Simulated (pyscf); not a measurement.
PySCF, gas phase, ωB97X-D3(BJ)/def2-SVP geometries.

Task: Estimate by transition-state theory the rate constant of cyclic C₃H₂O (SMILES O=c1cc1) + H atom (H•) → cyclic C₃HO (SMILES O=c1[c]c1) [doublet] + hydrogen (H₂) (doublet surface; C–H broken, H–H formed) at 900 K, with ωB97M-D3(BJ)/def2-TZVP energies (ideal gas, 1 atm, RRHO with modes under 100 cm⁻¹ raised to 100, one conformer, R ln 2 for chiral ones without a mode under 150 cm⁻¹; no tunnelling).

Result: The electronic barrier is 11.8 kcal/mol and the thermal terms add +16.2, so ΔG‡ = 27.9 kcal/mol. With k_BT/h = 1.88e+13 s⁻¹ and RT = 1.788 kcal/mol, and a volume of 1.23e-19 cm³ per molecule at 1 atm, k = 3.8e-13 cm³ molecule⁻¹ s⁻¹. Wigner's tunnelling factor for 1641i cm⁻¹ would be 1.29. A shift of 1 kcal/mol in the barrier changes k by a factor 1.7. This is the saddle that the search found; another between the same sides may lie lower. The angle at the transferred H is 172°.
